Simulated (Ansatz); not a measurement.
Basis-set extrapolation for C₂HNa, SMILES `C#[C][Na]` (PBE0-D4/def2-TZVP geometry, frozen core, Ansatz 0.2.0). Multiplicity 1, RHF reference. For Na the program correlates outer-core shells too, which these sets cover unevenly, so the extrapolated numbers aren't a true limit.

```csv
,def2-TZVPP,def2-QZVPP
HF,-238.124433,-238.134186
MP2 correlation,-0.476721,-0.520844
CCSD(T) correlation,-0.510517,-0.554809
```

Energies in hartree. Use E(X) = E(∞) + A·exp(−7.88·√X) for Hartree–Fock and E(X) = E(∞) + B·X^(−2.97) for correlation, with X = 3 and 4.

Problem. What is the CCSD(T) energy at the basis-set limit?

Solution. HF limit: -238.134186 + (-0.009753) × 0.13774 = -238.13553. Correlation limit: -0.554809 + (-0.044292) × 0.74074 = -0.58762. Total: -238.72315 hartree, 231.6 kJ/mol below CCSD(T)/def2-TZVPP.
